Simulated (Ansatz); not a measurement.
**CH₃BSi (SMILES BC#[SiH]): one structure at several levels**

Aim: energy, forces and dipole at a structure displaced at random from a GFN2-xTB minimum, from CCSD(T) and from density functionals.

Program: Ansatz 0.2.0, Gaussian basis. Level of theory: single points in def2-TZVPP. These are calculated values, not measurements.

Cores are frozen in the correlated methods. B3LYP uses VWN-RPA correlation.

### Step 1. The starting structure

SMILES `BC#[SiH]`, 6 atoms, charge 0, spin multiplicity 1.

Atoms are counted from 1 here; the program's logs count them from 0.

Bond lengths: B1–C2 1.595 Å, B1–H4 1.127 Å, B1–H5 1.086 Å, C2–Si3 1.660 Å, Si3–H6 1.500 Å. Angles: C2–B1–H4 119.8°, C2–B1–H5 115.2°, H4–B1–H5 124.9°, B1–C2–Si3 146.2°, C2–Si3–H6 160.7°.

As a file:

```csv
atom,x (Å),y (Å),z (Å)
B1,-0.54020,-0.15590,-1.26510
C2,-0.12090,-0.33220,0.26320
Si3,0.72620,0.29890,1.54330
H4,-1.32360,-0.83140,-1.71320
H5,0.01370,0.60060,-1.81220
H6,1.26890,0.48190,2.92960
```

### Step 2. CCSD(T)/def2-TZVPP

Contents of run/in.yaml:

```yaml
crystal:
  periodic: [false, false, false]
  atoms:
    - {symbol: B, position_ang: [-0.540200, -0.155900, -1.265100]}
    - {symbol: C, position_ang: [-0.120900, -0.332200, 0.263200]}
    - {symbol: Si, position_ang: [0.726200, 0.298900, 1.543300]}
    - {symbol: H, position_ang: [-1.323600, -0.831400, -1.713200]}
    - {symbol: H, position_ang: [0.013700, 0.600600, -1.812200]}
    - {symbol: H, position_ang: [1.268900, 0.481900, 2.929600]}
basis:
  gaussian: {orbitals: def2-TZVPP}
correlation: {method: ccsd_t}
output: {forces: true}
```

The command line of these runs was not kept.

### Step 3. PBE0-D4/def2-TZVPP

Edit run/in.yaml of step 2 so:

```diff
@@ -11,3 +11,3 @@
   gaussian: {orbitals: def2-TZVPP}
-correlation: {method: ccsd_t}
-output: {forces: true}
+hamiltonian: {xc: pbe0, dispersion: d4}
+output: {forces: true, orbitals: {seedname: orbitals}}
```

### Step 4. wB97M-V/def2-TZVPP

Edit run/in.yaml of step 3 so:

```diff
@@ -11,3 +11,3 @@
   gaussian: {orbitals: def2-TZVPP}
-hamiltonian: {xc: pbe0, dispersion: d4}
-output: {forces: true, orbitals: {seedname: orbitals}}
+hamiltonian: {xc: {name: wB97M-V}}
+output: {forces: true}
```

### Step 5. r2SCAN-D4/def2-TZVPP

Edit run/in.yaml of step 4 so:

```diff
@@ -11,3 +11,3 @@
   gaussian: {orbitals: def2-TZVPP}
-hamiltonian: {xc: {name: wB97M-V}}
+hamiltonian: {xc: r2scan, dispersion: d4}
 output: {forces: true}
```

### Step 6. PBE-D4/def2-TZVPP

Edit run/in.yaml of step 5 so:

```diff
@@ -11,3 +11,3 @@
   gaussian: {orbitals: def2-TZVPP}
-hamiltonian: {xc: r2scan, dispersion: d4}
+hamiltonian: {xc: pbe, dispersion: d4}
 output: {forces: true}
```

### Step 7. B97M-V/def2-TZVPP

Edit run/in.yaml of step 6 so:

```diff
@@ -11,3 +11,3 @@
   gaussian: {orbitals: def2-TZVPP}
-hamiltonian: {xc: pbe, dispersion: d4}
+hamiltonian: {xc: {name: B97M-V}}
 output: {forces: true}
```

### Step 8. B3LYP-D4/def2-TZVPP

Edit run/in.yaml of step 7 so:

```diff
@@ -11,3 +11,3 @@
   gaussian: {orbitals: def2-TZVPP}
-hamiltonian: {xc: {name: B97M-V}}
+hamiltonian: {xc: {name: B3LYP}, dispersion: d4}
 output: {forces: true}
```

(Steps that only read results are left out.)

**Question.** What will these runs give? Wanted: energy less free atoms, CCSD(T)/def2-TZVPP; RMS force component; RMS force error; HOMO and LUMO, PBE0-D4; T1 diagnostic.

The runs gave:

| quantity | value |
| --- | --- |
| energy less free atoms, CCSD(T)/def2-TZVPP | -1843.4 kJ/mol |
| RMS force component | 1.456 to 1.592 eV/Å over the methods |
| RMS force error | PBE0-D4 0.283, wB97M-V 0.367, r2SCAN-D4 0.206, PBE-D4 0.194, B97M-V 0.234, B3LYP-D4 0.215 eV/Å |
| HOMO and LUMO, PBE0-D4 | -6.68 and -2.43 eV |
| T1 diagnostic | 0.029 |

**Reading.** Against CCSD(T) the functionals' energies less atoms differ by -104.0 to -44.0 kJ/mol, PBE-D4 by -104.0 kJ/mol. CCSD(T) in triple zeta still lacks some correlation energy of the bonds, so part of these gaps is its own basis error and they don't rank the functionals. The forces of PBE-D4 come nearest to CCSD(T), those of wB97M-V are farthest. The T1 diagnostic is large here, over the usual mark for main-group molecules (transition-metal compounds often pass it harmlessly), so CCSD(T) itself may be off. The restricted Hartree–Fock reference is unstable towards an unrestricted one at one or more of these structures.
